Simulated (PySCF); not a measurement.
**Broadened absorption spectrum of C4H5NO**

Compound: C₄H₅NO.
SMILES: `N#CC[C@@H]1CO1`

Method used: PySCF 2.14.0, density-fitted response routines, TDDFT CAM-B3LYP/def2-SVPD, vertical, gas phase, core orbitals frozen in the response. The structure is a single PBE0-D3(BJ)/def2-SVP conformer in the gas phase; no vibrational or solvent corrections. Torsions of this conformer, `[N:1]#[C:2][CH2:3][C@@H:4]1[CH2:5][O:6]1`: C2–C3–C4–C5 -96°.

Broadening: Gaussians 0.4 eV wide at half height, area fixed by f = 4.319×10⁻⁹ ∫ε dν̃. The width is an assumption, not a result. The curve ends short of the highest state used, and states not computed would add to its high-energy end.

E (eV), ε (L mol⁻¹ cm⁻¹) and a bar:
```
     7.01          0 
     7.07          0 
     7.12          0 
     7.17          0 
     7.22          1 
     7.27          2 
     7.32          4 
     7.37          7 
     7.42         12 
     7.48         26 
     7.53         47 
     7.58         84 #
     7.63        142 #
     7.68        229 ##
     7.73        343 ###
     7.78        480 #####
     7.83        624 ######
     7.89        781 ########
     7.94        883 #########
     7.99        959 ##########
     8.04       1026 ##########
     8.09       1115 ###########
     8.14       1261 #############
     8.19       1487 ###############
     8.24       1792 ##################
     8.30       2217 ######################
     8.35       2556 ##########################
     8.40       2817 #############################
     8.45       2955 ##############################
     8.50       2961 ##############################
```

**Question.** Locate the maxima and give the states behind the curve.

**Answer.** 146 nm (8.48 eV), ε about 3000, made up of S5 (34%) and S6 (59%) (ε in L mol⁻¹ cm⁻¹; maxima over ε = 5, shares over 10%). The states used: S1 7.61 eV (f 0.0002); S2 7.94 eV (f 0.0095); S3 8.01 eV (f 0.0018); S4 8.16 eV (f 0.0024); S5 8.37 eV (f 0.019); S6 8.51 eV (f 0.027); S7 8.80 eV (f 0.0009); S8 8.82 eV (f 0.012); S9 8.90 eV (f 0.021); S10 9.10 eV (f 0.011).

**Question.** What would ε be at 8.48 eV, the highest of these maxima, with half the width (0.2 eV)?

**Answer.** About 4360 L mol⁻¹ cm⁻¹ against 2970, a factor of about 1.5; a lone state at its own centre would give exactly 2.

All these states lie below the vertical ionisation energy of 11.08 eV (ΔSCF).

Hardware: one thread, Arm Neoverse N1, no GPU (shared host). Cost: 3.1 min.
